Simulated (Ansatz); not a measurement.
A nudged elastic band was laid between two geometries of BH3O + H2O (8 atoms, charge 0, multiplicity 1).

All numbers below come from RKS BLYP/6-31G* (Ansatz 0.2.0).

* movable images: 7
* climbing image: yes
* spring: 5.0 eV/Å²
* optimiser: quadratic models (default)
* start path: through a guess of the saddle point
* force threshold: 0.05 eV/Å
* iteration limit: 60
* end points: relaxed

First end point:

```xyz
8
Properties=species:S:1:pos:R:3
B -0.135 -0.252 -0.094
H -0.349 -0.986 0.842
O 1.147 -0.147 -0.624
H 1.791 -0.654 -0.089
H -1.016 0.189 -0.780
O -0.113 1.634 1.182
H 0.525 2.034 0.550
H 0.454 1.360 1.935
```

Last end point:

```xyz
8
Properties=species:S:1:pos:R:3
B 0.358 0.264 -0.629
H -1.015 0.448 3.531
O 1.669 0.098 -1.029
H 1.735 -0.523 -1.780
H -0.563 -0.304 -1.152
O 0.078 1.114 0.411
H 0.902 1.517 0.763
H -0.859 0.564 2.808
```

Problem. What changes between the two ends?

Solution. Bonds broken: B1–H2, O6–H8. Bonds formed: B1–O6, H2–H8. BH3O + H2O becomes BH3O2 + H2.

Problem. Give the energies along the band, and the barrier.

Solution. The run converged. The highest image is number 4 of 0 to 8, 1.00 eV above the first end and 2.37 eV above the last; the last end lies 1.37 eV below the first. The profile has 2 maxima (images 2, 4) with wells between them (image 3): this band takes more than one step, which may be the mechanism or a detour left from its start path. Neighbouring images differ by up to 2.0 eV, so the band resolves the path poorly. A vibrational analysis at the climbing image gives one clearly imaginary mode, 1344i cm⁻¹: a first-order saddle point. The orbitals stay closed-shell, which can raise the energy where a bond breaks towards radicals; this wasn't checked here.

```
image  path coordinate (Å)  energy (eV)  B1–H2 (Å)  O6–H8 (Å)  B1–O6 (Å)
    0                 0.00         0.00       1.21       0.98       2.28
    1                 0.79         0.18       1.22       0.98       1.92
    2                 1.59         0.18       1.21       0.98       1.86
    3                 2.38         0.09       1.22       0.99       2.07
    4                 3.18         1.00       1.39       1.26       1.62
    5                 4.23        -1.04       2.39       2.12       1.38
    6                 5.28        -1.33       3.38       2.64       1.37
    7                 6.33        -1.36       4.00       2.67       1.37
    8                 7.38        -1.37       4.38       2.63       1.37
```

Problem. What is the geometry of the highest image?

Solution. 
```xyz
8
Properties=species:S:1:pos:R:3:forces:R:3
B 0.063 0.153 0.144 -0.01 -0.01 0.00
H -0.324 -0.342 1.387 0.00 0.00 0.00
O 1.410 -0.160 -0.095 0.01 0.04 0.03
H 1.499 -0.689 -0.909 0.01 -0.02 -0.01
H -0.812 -0.130 -0.629 -0.03 0.01 0.00
O -0.088 1.674 0.692 0.03 -0.02 0.00
H 0.838 1.967 0.863 0.00 0.00 0.00
H -0.283 0.705 1.470 0.00 0.00 -0.01
```

The band took 21 iterations and roughly 3 core-minutes.

Run time: 3.1 min on 1 thread of Arm Neoverse V1 (shared host), peak memory 0.097 GiB.
